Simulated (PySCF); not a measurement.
# C2H7FS: the cost of one run

Method: levels as typed in each script, gas phase, geometry from GFN2-xTB; program: PySCF 2.14.0.

## (1) Where the work starts

SMILES `CS.CF`, 11 atoms, charge 0, spin multiplicity 1.

Bond lengths: C1–S2 1.819 Å, C1–H3 1.086 Å, C1–H4 1.085 Å, C1–H5 1.086 Å, S2–H6 1.330 Å, C7–F8 1.368 Å, C7–H9 1.090 Å, C7–H10 1.090 Å, C7–H11 1.091 Å. Angles: S2–C1–H3 109.6°, S2–C1–H4 106.5°, S2–C1–H5 109.6°, H3–C1–H4 110.1°, H3–C1–H5 110.9°, H4–C1–H5 110.1°, C1–S2–H6 96.2°, F8–C7–H9 107.9°, F8–C7–H10 107.9°, F8–C7–H11 107.9°, H9–C7–H10 111.0°, H9–C7–H11 111.1°, H10–C7–H11 111.0°.

Coordinates:

```mol
C2H7FS
  3D, bonds by distance, orders not assigned

 11  9  0  0  0  0  0  0  0  0999 V2000
   -2.5841    0.5435    0.1753 C   0  0
   -1.1588   -0.5477   -0.1203 S   0  0
   -2.3585    1.2229    0.9913 H   0  0
   -3.4150   -0.1001    0.4456 H   0  0
   -2.8175    1.0917   -0.7323 H   0  0
   -0.2931    0.4217   -0.4017 H   0  0
    2.6198   -0.4012    0.1913 C   0  0
    2.1084    0.8192   -0.1561 F   0  0
    3.1324   -0.2897    1.1467 H   0  0
    3.3145   -0.7081   -0.5905 H   0  0
    1.7878   -1.1017    0.2722 H   0  0
  1  2  8  0
  1  3  8  0
  1  4  8  0
  1  5  8  0
  2  6  8  0
  7  8  8  0
  7  9  8  0
  7 10  8  0
  7 11  8  0
M  END
```

## (2) Binding of the two fragments (PBE0/def2-tzvp)

File input.py:

```python
import numpy as np
from pyscf import gto, scf, dft
from pyscf.scf import atom_ks, atom_hf
from scipy.linalg import block_diag
from pyscf.dispersion import dftd3

def solve(mol, dm0=None, hcore=None):
    mf = (dft.UKS if mol.spin else dft.RKS)(mol, xc='pbe0')
    mf.grids.level = 3
    mf = mf.density_fit(auxbasis='def2-universal-jkfit')
    mf.conv_tol, mf.max_cycle = 1e-8, 80
    if hcore is not None:
        mf.get_hcore = lambda *args: hcore
    mf.kernel(dm0)
    if not mf.converged:
        mf = mf.newton().run(mf.mo_coeff, mf.mo_occ, max_cycle=30)
    assert mf.converged, 'SCF not converged'
    return mf

mol = gto.M(atom='''
C     -2.58411     0.54349     0.17531
S     -1.15877    -0.54769    -0.12035
H     -2.35848     1.22295     0.99132
H     -3.41504    -0.10010     0.44557
H     -2.81753     1.09166    -0.73230
H     -0.29309     0.42168    -0.40173
C      2.61978    -0.40122     0.19125
F      2.10842     0.81919    -0.15611
H      3.13240    -0.28971     1.14672
H      3.31447    -0.70811    -0.59051
H      1.78782    -1.10168     0.27219
''', basis='def2-tzvp', charge=0, spin=0, verbose=4)
mol_a = gto.M(atom='''
C     -2.58411     0.54349     0.17531
S     -1.15877    -0.54769    -0.12035
H     -2.35848     1.22295     0.99132
H     -3.41504    -0.10010     0.44557
H     -2.81753     1.09166    -0.73230
H     -0.29309     0.42168    -0.40173
ghost-C      2.61978    -0.40122     0.19125
ghost-F      2.10842     0.81919    -0.15611
ghost-H      3.13240    -0.28971     1.14672
ghost-H      3.31447    -0.70811    -0.59051
ghost-H      1.78782    -1.10168     0.27219
''', basis='def2-tzvp', charge=0, spin=0, verbose=4)
mol_b = gto.M(atom='''
ghost-C     -2.58411     0.54349     0.17531
ghost-S     -1.15877    -0.54769    -0.12035
ghost-H     -2.35848     1.22295     0.99132
ghost-H     -3.41504    -0.10010     0.44557
ghost-H     -2.81753     1.09166    -0.73230
ghost-H     -0.29309     0.42168    -0.40173
C      2.61978    -0.40122     0.19125
F      2.10842     0.81919    -0.15611
H      3.13240    -0.28971     1.14672
H      3.31447    -0.70811    -0.59051
H      1.78782    -1.10168     0.27219
''', basis='def2-tzvp', charge=0, spin=0, verbose=4)
ab, a, b = solve(mol), solve(mol_a), solve(mol_b)
e_int = ab.e_tot - a.e_tot - b.e_tot
print('counterpoise-corrected interaction energy / kcal/mol', e_int * 627.5095)
def disp(atoms, charge):
    m = gto.M(atom=atoms, charge=charge, basis='sto-3g', spin=None, unit='Bohr', verbose=0)
    return dftd3.DFTD3Dispersion(m, xc='pbe0', version='d3bj').get_dispersion()['energy']
e_disp = disp(mol._atom, mol.charge) - disp(mol._atom[:6], mol_a.charge) - disp(mol._atom[6:], mol_b.charge)
print('D3(BJ) part / kcal/mol', e_disp * 627.5095)
# spherically averaged free atoms, for the promolecule
atm = atom_ks.get_atm_nrks(mol, xc='pbe0')
pro = block_diag(*[(atm[a[0]][2] * atm[a[0]][3]) @ atm[a[0]][2].T for a in mol._atom])
np.savez('result.npz', e_int=e_int, e_disp=e_disp, dm_a=a.make_rdm1(), dm_b=b.make_rdm1(), c=ab.mo_coeff, occ=ab.mo_occ, eps=ab.mo_energy, pro=pro, d=[f.dip_moment(verbose=0) for f in (ab, a, b)])
```

Started as:

```sh
> OMP_NUM_THREADS=1 python input.py
```

**Question.** How long does this run take on 1 thread of Arm Neoverse V2, shared host, and how much memory does it need?

About 45 s, with a peak of 0.74 GiB.
